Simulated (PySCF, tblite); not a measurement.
# butyronitrile (C₄H₇N): a rotation path, then NMR shifts and spin-spin couplings on frames, part 3 of 3

tblite 0.8.0 and PySCF 2.14.0. Atoms count from 0. Earlier steps stand in the parts before.

## 10. J couplings: image 6, B3LYP/pcJ-1

What the job is given:

```
{"job": {"kind": "j", "xc": "B3LYP", "basis": "pcJ-1"}, "charge": 0, "multiplicity": 1}
C     -1.126100    -0.761700    -0.029200
C     -0.517700     0.576600     0.372600
C      1.016200     0.590200     0.235500
C      1.475000    -0.215900    -0.866900
N      1.844700    -0.875000    -1.724500
H     -2.204500    -0.742400     0.105600
H     -0.916400    -0.973400    -1.075100
H     -0.715300    -1.571000     0.570100
H     -0.771900     0.801300     1.410600
H     -0.944900     1.363200    -0.252100
H      1.485000     0.195700     1.141600
H      1.377100     1.611600     0.085900
```

Level: B3LYP/pcJ-1 indirect spin-spin coupling, non-relativistic, gas phase.

The log of the run:

```text
coarse grid: 9752 points
cycle   1  E = -211.2880008388  dE =  4.074e-01  |g| = 5.072e-01  |ddm| = 2.717e+00
cycle   2  E = -211.1370618817  dE =  1.509e-01  |g| = 9.784e-01  |ddm| = 1.185e+00
cycle   3  E = -211.3435877135  dE = -2.065e-01  |g| = 1.886e-01  |ddm| = 7.910e-01
cycle   4  E = -211.3512680004  dE = -7.680e-03  |g| = 4.900e-02  |ddm| = 1.473e-01
cycle   5  E = -211.3517981373  dE = -5.301e-04  |g| = 9.694e-03  |ddm| = 4.252e-02
cycle   6  E = -211.3518191907  dE = -2.105e-05  |g| = 2.126e-03  |ddm| = 9.240e-03
cycle   7  E = -211.3518201689  dE = -9.782e-07  |g| = 5.333e-04  |ddm| = 1.998e-03
final grid: 93432 points
cycle   8  E = -211.3933934967  dE = -8.572e-05  |g| = 5.512e-03  |ddm| = 1.792e-02
cycle   9  E = -211.3933903103  dE =  3.186e-06  |g| = 6.450e-03  |ddm| = 8.439e-03
cycle  10  E = -211.3934004119  dE = -1.010e-05  |g| = 1.155e-03  |ddm| = 4.835e-03
cycle  11  E = -211.3934004631  dE = -5.117e-08  |g| = 1.066e-03  |ddm| = 1.395e-03
cycle  12  E = -211.3934006921  dE = -2.290e-07  |g| = 1.135e-04  |ddm| = 6.454e-04
cycle  13  E = -211.3934006950  dE = -2.978e-09  |g| = 1.954e-05  |ddm| = 9.619e-05
cycle  14  E = -211.3934006951  dE = -7.725e-11  |g| = 5.806e-06  |ddm| = 1.597e-05
converged SCF energy = -211.3934006951

Indirect spin-spin couplings (Hz)
  i      j    bonds     total        FC       PSO       DSO        SD
  0 C    1 C    1     34.418    34.525    -0.279     0.172         -
  0 C    2 C    2     -1.005    -0.845    -0.161     0.001         -
  0 C    3 C    3      4.227     4.237    -0.068     0.058         -
  0 C    4 N    4     -0.172    -0.205     0.016     0.011     0.005
  0 C    5 H    1    132.048   130.216     1.232     0.599         -
  0 C    6 H    1    136.500   134.812     1.019     0.669         -
  0 C    7 H    1    132.043   130.211     1.183     0.649         -
  0 C    8 H    2     -3.839    -3.833     0.221    -0.227         -
  0 C    9 H    2     -3.601    -3.585     0.193    -0.209         -
  0 C   10 H    3      0.269     0.275     0.154    -0.160         -
  0 C   11 H    3      7.477     7.517     0.402    -0.442         -
  1 C    2 C    1     33.466    33.125     0.135     0.205         -
  1 C    3 C    2     -2.612    -2.536    -0.114     0.038         -
  1 C    4 N    3     -0.654    -0.589    -0.038     0.033    -0.060
  1 C    5 H    2     -2.027    -2.042     0.223    -0.208         -
  1 C    6 H    2     -4.482    -4.526     0.212    -0.168         -
  1 C    7 H    2     -4.196    -4.207     0.205    -0.193         -
  1 C    8 H    1    137.321   135.678     0.856     0.787         -
  1 C    9 H    1    136.844   135.214     0.832     0.798         -
  1 C   10 H    2     -4.647    -4.726     0.234    -0.155         -
  1 C   11 H    2     -4.284    -4.358     0.236    -0.162         -
  2 C    3 C    1     67.540    69.133    -1.837     0.245         -
  2 C    4 N    2      3.132     2.782     0.377     0.072    -0.099
  2 C    5 H    3     13.484    13.512     0.406    -0.433         -
  2 C    6 H    3      3.196     3.203     0.030    -0.037         -
  2 C    7 H    3      3.292     3.296    -0.024     0.019         -
  2 C    8 H    2     -1.987    -2.009     0.132    -0.110         -
  2 C    9 H    2     -3.026    -3.031     0.131    -0.127         -
  2 C   10 H    1    138.488   136.790     0.861     0.838         -
  2 C   11 H    1    138.665   136.989     0.856     0.820         -
  3 C    4 N    1    -21.849   -15.591     0.088    -0.004    -6.342
  3 C    5 H    4      0.177     0.172     0.283    -0.277         -
  3 C    6 H    4     -0.312    -0.362    -0.388     0.438         -
  3 C    7 H    4     -0.159    -0.195    -0.128     0.164         -
  3 C    8 H    3     10.713    10.668     0.407    -0.362         -
  3 C    9 H    3      0.418     0.385     0.084    -0.051         -
  3 C   10 H    2    -10.552   -10.504    -0.035    -0.013         -
  3 C   11 H    2    -10.202   -10.150    -0.014    -0.038         -
  4 N    6 H    5     -0.213    -0.333     0.254    -0.071    -0.063
  4 N    8 H    4     -0.437    -0.399    -0.248     0.181     0.029
  4 N   10 H    3     -1.601    -1.442    -0.392     0.209     0.023
  4 N   11 H    3     -1.546    -1.377    -0.415     0.217     0.030
  5 H    6 H    2    -14.189   -14.276     2.731    -2.643         -
  5 H    7 H    2    -13.761   -13.852     2.831    -2.740         -
  5 H    8 H    3      3.791     3.912     0.421    -0.542         -
  5 H    9 H    3      3.374     3.501     0.427    -0.554         -
  5 H   10 H    4     -0.726    -0.639     1.470    -1.557         -
  5 H   11 H    4      1.293     1.342     1.687    -1.737         -
  6 H    7 H    2    -13.519   -13.625     2.578    -2.472         -
  6 H    8 H    3     15.483    15.586     2.781    -2.883         -
  6 H    9 H    3      4.912     5.015     0.312    -0.414         -
  6 H   10 H    4     -0.365    -0.240     1.205    -1.330         -
  6 H   11 H    4     -0.560    -0.449     1.237    -1.349         -
  7 H    8 H    3      4.158     4.280     0.508    -0.630         -
  7 H    9 H    3     16.258    16.365     2.805    -2.912         -
  7 H   10 H    4     -0.372    -0.337    -0.577     0.541         -
  7 H   11 H    4     -0.497    -0.419     1.713    -1.791         -
  8 H    9 H    2    -13.411   -13.521     2.464    -2.354         -
  8 H   10 H    3     10.148    10.191    -0.254     0.211         -
  8 H   11 H    3      0.603     0.723     1.004    -1.123         -
  9 H   10 H    3     11.616    11.702     2.582    -2.669         -
  9 H   11 H    3      8.982     9.031    -0.251     0.202         -
 10 H   11 H    2    -18.125   -18.225     2.450    -2.350         -
```

Wall time 20 s (1 thread of Intel Xeon Platinum 8488C, shared host); peak memory 0.85 GiB.

In short: J(C2,H10) 138.6 Hz, J(C1,H8) 137.1 Hz, J(C0,H5) 133.5 Hz (means over like pairs).

## 11. Nuclear shieldings: image 8, PBE0/pcSseg-1

What the job is given:

```
{"job": {"kind": "nmr", "xc": "PBE0", "basis": "pcSseg-1", "pop": false}, "charge": 0, "multiplicity": 1}
C     -1.151200    -0.795000     0.114700
C     -0.507600     0.578200     0.259000
C      1.024300     0.484600     0.260300
C      1.514000    -0.004100    -1.003100
N      1.886800    -0.387200    -2.013600
H     -2.234900    -0.708100     0.116000
H     -0.843400    -1.262900    -0.818300
H     -0.858700    -1.444300     0.938000
H     -0.827600     1.041600     1.194800
H     -0.827300     1.223700    -0.562300
H      1.360500    -0.196100     1.048000
H      1.466200     1.468800     0.440500
```

Method: GIAO PBE0/pcSseg-1 NMR shielding, non-relativistic, gas phase.

The log of the run:

```text
coarse grid: 9752 points
cycle   1  E = -211.0136928954  dE =  4.612e-01  |g| = 4.522e-01  |ddm| = 2.951e+00
cycle   2  E = -210.8967935427  dE =  1.169e-01  |g| = 8.698e-01  |ddm| = 1.068e+00
cycle   3  E = -211.0621615533  dE = -1.654e-01  |g| = 1.347e-01  |ddm| = 6.876e-01
cycle   4  E = -211.0662686431  dE = -4.107e-03  |g| = 3.395e-02  |ddm| = 1.099e-01
cycle   5  E = -211.0665255468  dE = -2.569e-04  |g| = 6.902e-03  |ddm| = 3.138e-02
cycle   6  E = -211.0665368309  dE = -1.128e-05  |g| = 1.393e-03  |ddm| = 6.685e-03
cycle   7  E = -211.0665372577  dE = -4.268e-07  |g| = 3.496e-04  |ddm| = 1.395e-03
final grid: 93432 points
cycle   8  E = -211.0954211178  dE = -2.743e-05  |g| = 6.921e-03  |ddm| = 2.169e-02
cycle   9  E = -211.0954191187  dE =  1.999e-06  |g| = 7.540e-03  |ddm| = 1.129e-02
cycle  10  E = -211.0954333376  dE = -1.422e-05  |g| = 4.570e-04  |ddm| = 5.723e-03
cycle  11  E = -211.0954333867  dE = -4.910e-08  |g| = 1.020e-04  |ddm| = 4.791e-04
cycle  12  E = -211.0954333889  dE = -2.215e-09  |g| = 4.010e-05  |ddm| = 1.004e-04
cycle  13  E = -211.0954333891  dE = -2.365e-10  |g| = 2.394e-05  |ddm| = 4.058e-05
converged SCF energy = -211.0954333891

GIAO shielding tensors (ppm)
atom      isotropic    diamagn.    paramagn.     s11        s22        s33       span
  0 C      171.442     248.416     -76.974    158.273    169.181    186.872     28.598
  1 C      162.749     247.363     -84.613    156.882    160.890    170.476     13.594
  2 C      167.142     249.314     -82.172    155.964    165.879    179.584     23.620
  3 C       62.873     260.896    -198.023    -55.447    -48.335    292.401    347.847
  4 N      -32.528     340.152    -372.680   -204.561   -194.775    301.753    506.314
  5 H       30.438      29.390       1.049     25.907     27.626     37.782     11.875
  6 H       30.043      31.051      -1.008     25.577     29.529     35.023      9.446
  7 H       30.931      30.486       0.445     27.065     28.563     37.166     10.100
  8 H       30.141      30.527      -0.386     25.106     28.579     36.737     11.630
  9 H       30.075      30.939      -0.864     25.730     28.609     35.886     10.155
 10 H       29.738      29.478       0.260     25.691     28.129     35.393      9.702
 11 H       29.229      28.081       1.148     24.039     27.721     35.928     11.888
```

Run time: 7.3 s. Hardware: 1 thread of Intel Xeon Platinum 8488C, shared host; peak memory 0.57 GiB.

This run: δ C3 124.1, C1 24.2, C2 19.8, C0 15.5, H11 2.49, H10 1.98 ppm.

## 12. Indirect couplings: image 8, B3LYP/pcJ-1

The job, as its differences from that of step 11:

```diff
@@ -1,2 +1,2 @@
-{"job": {"kind": "nmr", "xc": "PBE0", "basis": "pcSseg-1", "pop": false}, "charge": 0, "multiplicity": 1}
+{"job": {"kind": "j", "xc": "B3LYP", "basis": "pcJ-1"}, "charge": 0, "multiplicity": 1}
 C     -1.151200    -0.795000     0.114700
```

With the program's defaults for keys left out, this is: B3LYP/pcJ-1 indirect spin-spin coupling, non-relativistic, gas phase.

The log of the run:

```text
coarse grid: 9752 points
cycle   1  E = -211.2919157937  dE =  4.045e-01  |g| = 5.081e-01  |ddm| = 2.701e+00
cycle   2  E = -211.1400677763  dE =  1.518e-01  |g| = 9.812e-01  |ddm| = 1.178e+00
cycle   3  E = -211.3478759948  dE = -2.078e-01  |g| = 1.872e-01  |ddm| = 7.873e-01
cycle   4  E = -211.3554594074  dE = -7.583e-03  |g| = 4.876e-02  |ddm| = 1.454e-01
cycle   5  E = -211.3559840965  dE = -5.247e-04  |g| = 1.005e-02  |ddm| = 4.257e-02
cycle   6  E = -211.3560071114  dE = -2.301e-05  |g| = 1.995e-03  |ddm| = 9.538e-03
cycle   7  E = -211.3560079593  dE = -8.479e-07  |g| = 5.438e-04  |ddm| = 1.891e-03
final grid: 93432 points
cycle   8  E = -211.3967655925  dE = -8.478e-05  |g| = 5.760e-03  |ddm| = 1.709e-02
cycle   9  E = -211.3967625535  dE =  3.039e-06  |g| = 6.644e-03  |ddm| = 8.841e-03
cycle  10  E = -211.3967734553  dE = -1.090e-05  |g| = 6.038e-04  |ddm| = 4.864e-03
cycle  11  E = -211.3967734094  dE =  4.595e-08  |g| = 7.870e-04  |ddm| = 9.547e-04
cycle  12  E = -211.3967735327  dE = -1.233e-07  |g| = 1.451e-04  |ddm| = 5.297e-04
cycle  13  E = -211.3967735374  dE = -4.686e-09  |g| = 2.075e-05  |ddm| = 1.048e-04
cycle  14  E = -211.3967735375  dE = -8.754e-11  |g| = 6.008e-06  |ddm| = 1.707e-05
converged SCF energy = -211.3967735375

Indirect spin-spin couplings (Hz)
  i      j    bonds     total        FC       PSO       DSO        SD
  0 C    1 C    1     34.340    34.460    -0.290     0.170         -
  0 C    2 C    2     -0.846    -0.644    -0.207     0.004         -
  0 C    3 C    3      1.377     1.375    -0.031     0.033         -
  0 C    5 H    1    132.889   131.077     1.223     0.589         -
  0 C    6 H    1    134.624   132.897     1.082     0.645         -
  0 C    7 H    1    131.367   129.510     1.229     0.628         -
  0 C    8 H    2     -3.536    -3.514     0.212    -0.235         -
  0 C    9 H    2     -3.201    -3.202     0.217    -0.216         -
  0 C   10 H    3      3.393     3.374     0.006     0.013         -
  0 C   11 H    3      9.526     9.571     0.419    -0.464         -
  1 C    2 C    1     32.696    32.608    -0.118     0.206         -
  1 C    3 C    2     -2.768    -2.700    -0.109     0.042         -
  1 C    4 N    3     -0.613    -0.628     0.029     0.031    -0.046
  1 C    5 H    2     -2.427    -2.439     0.221    -0.208         -
  1 C    6 H    2     -4.400    -4.423     0.198    -0.175         -
  1 C    7 H    2     -4.022    -4.025     0.201    -0.198         -
  1 C    8 H    1    136.096   134.447     0.856     0.792         -
  1 C    9 H    1    137.877   136.286     0.776     0.816         -
  1 C   10 H    2     -4.792    -4.886     0.243    -0.150         -
  1 C   11 H    2     -4.217    -4.264     0.210    -0.163         -
  2 C    3 C    1     67.163    68.742    -1.823     0.243         -
  2 C    4 N    2      3.039     2.695     0.376     0.072    -0.104
  2 C    5 H    3     13.393    13.431     0.395    -0.433         -
  2 C    6 H    3      3.225     3.239    -0.013    -0.000         -
  2 C    7 H    3      3.265     3.274    -0.035     0.025         -
  2 C    8 H    2     -1.897    -1.893     0.108    -0.113         -
  2 C    9 H    2     -3.321    -3.332     0.137    -0.126         -
  2 C   10 H    1    139.983   138.331     0.797     0.855         -
  2 C   11 H    1    138.590   136.915     0.849     0.826         -
  3 C    4 N    1    -21.721   -15.517     0.118    -0.003    -6.319
  3 C    5 H    4     -0.259    -0.264     0.252    -0.246         -
  3 C    6 H    4     -0.192    -0.248    -0.337     0.394         -
  3 C    7 H    4     -0.161    -0.181     0.043    -0.022         -
  3 C    8 H    3     12.739    12.688     0.438    -0.387         -
  3 C    9 H    3      3.753     3.689    -0.092     0.156         -
  3 C   10 H    2     -9.489    -9.441    -0.018    -0.031         -
  3 C   11 H    2     -9.970    -9.920    -0.007    -0.043         -
  4 N    8 H    4     -0.437    -0.395    -0.249     0.184     0.023
  4 N   10 H    3     -1.524    -1.354    -0.416     0.214     0.032
  4 N   11 H    3     -1.546    -1.380    -0.413     0.216     0.031
  5 H    6 H    2    -14.181   -14.266     2.784    -2.699         -
  5 H    7 H    2    -13.928   -14.008     2.830    -2.750         -
  5 H    8 H    3      3.544     3.672     0.475    -0.603         -
  5 H    9 H    3      3.567     3.685     0.410    -0.528         -
  5 H   10 H    4     -0.188    -0.107     1.489    -1.570         -
  5 H   11 H    4      2.043     2.086     1.716    -1.759         -
  6 H    7 H    2    -13.166   -13.265     2.677    -2.578         -
  6 H    8 H    3     15.696    15.806     2.794    -2.904         -
  6 H    9 H    3      4.166     4.275     0.378    -0.486         -
  6 H   10 H    4     -0.355    -0.246     0.395    -0.505         -
  6 H   11 H    4     -0.516    -0.422     1.645    -1.739         -
  7 H    8 H    3      4.250     4.370     0.468    -0.589         -
  7 H    9 H    3     15.150    15.258     2.801    -2.910         -
  7 H   10 H    4     -0.242    -0.285    -1.291     1.335         -
  7 H   11 H    4     -0.328    -0.251     1.463    -1.540         -
  8 H    9 H    2    -13.545   -13.657     2.445    -2.333         -
  8 H   10 H    3      3.575     3.664     0.459    -0.548         -
  8 H   11 H    3      4.820     4.908     0.191    -0.279         -
  9 H   10 H    3     14.724    14.802     2.782    -2.860         -
  9 H   11 H    3      2.877     2.973     0.411    -0.506         -
 10 H   11 H    2    -17.296   -17.399     2.466    -2.363         -
```

Wall time 19 s (1 thread of Intel Xeon Platinum 8488C, shared host); peak memory 0.83 GiB.

In short: J(C2,H10) 139.3 Hz, J(C1,H8) 137.0 Hz, J(C0,H5) 133.0 Hz (means over like pairs).

## 13. Run by run: NMR shifts

Shifts (ppm) of some atoms, chosen among heavy atoms and hydrogens apart, with basis size and wall time:

```
  frame     C3    C1    C2    C0    H7    H6     N4  functions   time
image 0  124.0  24.2  19.7  15.4  1.66  0.79  300.3        120  7.2 s
image 2  122.5  19.1  17.3  15.1  1.74  0.94  304.5        120  7.6 s
image 4  122.5  15.9  15.3  16.0  1.41  1.44  303.9        120  7.2 s
image 6  122.6  19.6  17.6  15.0  0.91  1.75  304.3        120  7.4 s
image 8  124.1  24.2  19.8  15.5  0.79  1.67  300.3        120  7.3 s
```

## 14. Side by side: spin-spin couplings

Couplings (Hz), each a mean over the pairs like the one named, with basis size and wall time:

```
  frame  C2–H10  C1–H8  C0–H5  C2–C3  C0–C1  C1–C2  C3–N4  functions  time
image 0   139.3  136.9  133.0   67.2   34.3   32.7  -21.7        205  21 s
image 2   138.5  137.1  133.6   67.6   34.4   33.5  -21.9        205  19 s
image 4   138.3  137.5  134.2   67.8   34.4   34.1  -21.9        205  19 s
image 6   138.6  137.1  133.5   67.5   34.4   33.5  -21.8        205  20 s
image 8   139.3  137.0  133.0   67.2   34.3   32.7  -21.7        205  19 s
```

## 15. Results

What follows sums up all 3 parts.

| quantity | value |
| --- | --- |
| barrier | 0.144 eV (3.3 kcal/mol) at image 4 |
| end to end (GFN2-xTB) | 0.000 eV |
| 13C shifts against TMS (PBE0/pcSseg-1, image 0) | 124.0, 24.2, 19.7, 15.4 ppm |
| 1H shifts against TMS (PBE0/pcSseg-1, image 0) | 2.49, 1.99, 1.66, 1.64, 1.58, 1.27, 0.79 ppm |
| 15N shifts against NH3 (PBE0/pcSseg-1, image 0) | 300.3 ppm |
| largest coupling of the table (B3LYP/pcJ-1, image 0) | 1J(C,H) C2–H11, 139.8 Hz |
| range of the shift of C1 | 15.9 to 24.2 ppm |
| range of J(C2,H10), mean over like pairs | 138.3 to 139.3 Hz |

What this shows: Along the band the dihedral turns by 128°, and the top (dihedral 1°) lies 3.3 kcal/mol above the start (GFN2-xTB, rough), so at room temperature this motion is fast. The top was not checked by a frequency run. Shifts at one fixed geometry are not the observed spectrum, which averages over the motion. In the first frame run (image 0): Shielding is most anisotropic at N4 (span 507 ppm, paramagnetic term -373 ppm). In the run at B3LYP/pcJ-1, the largest coupling of the table is C2–H11, 139.8 Hz, of which the Fermi-contact term gives 138.2 Hz. In ppm, C1 moves most: its shift spreads over 8.3 ppm, from 15.9 (image 4) to 24.2 (image 8). The coupling C2–H10, as a mean over pairs of its kind, runs from 138.3 Hz (image 4) to 139.3 Hz (image 0).
